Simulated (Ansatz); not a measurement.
Basis-set extrapolation for `[AlH]1[SiH2][S]1` (PBE0-D4/def2-TZVP geometry, frozen core, Ansatz 0.2.0). Multiplicity 1, RHF reference.

|  | def2-TZVPP | def2-QZVPP |
| --- | --- | --- |
| HF | -930.184167 | -930.210704 |
| MP2 correlation | -0.365882 | -0.396803 |
| CCSD(T) correlation | -0.426823 | not run |

Energies in hartree. Use E(X) = E(∞) + A·exp(−7.88·√X) for Hartree–Fock and E(X) = E(∞) + B·X^(−2.97) for correlation, with X = 3 and 4, and add CCSD(T) minus MP2 of the smaller set to the MP2 limit.

Task: What is the CCSD(T) energy at the basis-set limit?

Result: HF limit: -930.210704 + (-0.026537) × 0.13774 = -930.21436. MP2 limit: -0.396803 + (-0.030921) × 0.74074 = -0.41971. Higher-order term: -0.426823 − (-0.365882) = -0.06094. Total: -930.69501 hartree, 220.6 kJ/mol below CCSD(T)/def2-TZVPP.
